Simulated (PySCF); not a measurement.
**CH₄: from structure and modes to constants**

Level of theory: PySCF, B3LYP, basis C def2-TZVP, H def2-TZVP (no relativity, density fitting).

The singlet minimum has Td symmetry. Masses (u): C 12.00000, H 1.00782.

```xyz
5
charge 0 multiplicity 1, angstrom
C     0.0000    0.0000    0.0000
H     0.6288    0.6288    0.6288
H    -0.6288    0.6288   -0.6288
H     0.6288   -0.6288   -0.6288
H    -0.6288   -0.6288    0.6288
```

Harmonic wavenumbers (cm⁻¹): 1341.5 (t2, ×3), 1557.1 (e, ×2), 3033.7 (a1, ×1), 3136.7 (t2, ×3).

Q: Find the principal moments of inertia and the rotational constants. What kind of rotor is it?

A: About the centre of mass I = 3.188, 3.188, 3.188 u Å². With B = 16.8576/I this gives 5.288, 5.288, 5.288 cm⁻¹. The molecule is a spherical top.

Q: What is the harmonic zero-point energy?

A: Half the sum of all 9 wavenumbers, 19583/2 = 9791 cm⁻¹, which is 117.1 kJ/mol (1 cm⁻¹ = 0.0119627 kJ/mol).

Q: Find the vibrational entropy and heat capacity at 298.15 K.

A: With u = 1.43878 ω/T, each mode gives S = R[u/(eᵘ−1) − ln(1−e⁻ᵘ)] and C = R u² eᵘ/(eᵘ−1)².
```
   ω (cm⁻¹)       u  S (J/(mol K))  C (J/(mol K))
1341.5 (×3)   6.474           0.10           0.54
1557.1 (×2)   7.514           0.04           0.26
     3033.7  14.640           0.00           0.00
3136.7 (×3)  15.137           0.00           0.00
```
The sums over all modes are S = 0.4 and C = 2.1 J/(mol K); the softest mode gives 26 % of the entropy (each member, where degenerate).

Q: Give the standard entropy (298.15 K, 1 bar) by its translational, rotational, vibrational and spin parts, and Cp.

A: Sackur–Tetrode with M = 16.03 u gives 143.5; rotation with symmetry number 12 gives 42.3; vibration 0.4; spin R ln 1 = 0.0. The total is 186.1 J/(mol K), and Cp = 4 R + 2.1 = 35.4 J/(mol K).
